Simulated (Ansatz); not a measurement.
The standard entropy of SCl2O2 (sulfuryl chloride) from a frequency calculation

A singlet with charge 0, relaxed at MP2/aug-cc-pVDZ, 17 core orbitals frozen (Ansatz 0.2.0):

```xyz
5

O     0.9060    0.3089   -1.2938
S    -0.0746    0.1380   -0.2151
O    -1.4392    0.6776   -0.2446
Cl   -0.2087   -1.8954    0.1995
Cl    0.8164    0.7710    1.5541
```

Harmonic wavenumbers in cm⁻¹: 197, 251, 334, 350, 369, 519, 537, 1148, 1374.

Masses in u: O 15.999, S 32.06, Cl 35.45. Take T = 298.15 K, p = 1 bar, R = 8.3145 J/(mol K), kT/hc = 207.22 cm⁻¹, rigid rotor and harmonic oscillator.

Problem. Compute the standard molar entropy.

Solution. 
1. Translation (Sackur–Tetrode): S = R[3/2 ln M + 5/2 ln T − 1.1517] with M = 134.958 gives 170.0 J/(mol K).
2. Rotation: principal moments 157.954, 231.060, 281.234 u Å² give A, B, C = 0.1067, 0.073, 0.0599 cm⁻¹; the symmetry number is σ = 2; q = (√π/σ)√((kT/hc)³/ABC) = 122387; S = R(ln q + 3/2) = 109.9.
3. Vibration: with u = ν̃/207.22, each mode gives R[u/(eᵘ − 1) − ln(1 − e⁻ᵘ)]; the sum is 36.1, most from 197 cm⁻¹ (9.0), 251 cm⁻¹ (7.2), 334 cm⁻¹ (5.2).
4. Electronic: R ln 1 = 0.0, from the spin multiplicity alone.
5. Sum: 170.0 + 109.9 + 36.1 + 0.0 = 316.0 J/(mol K).

The tabulated value is 311.9 J/(mol K) (CRC Handbook of Chemistry and Physics): the model is off by +4.1.
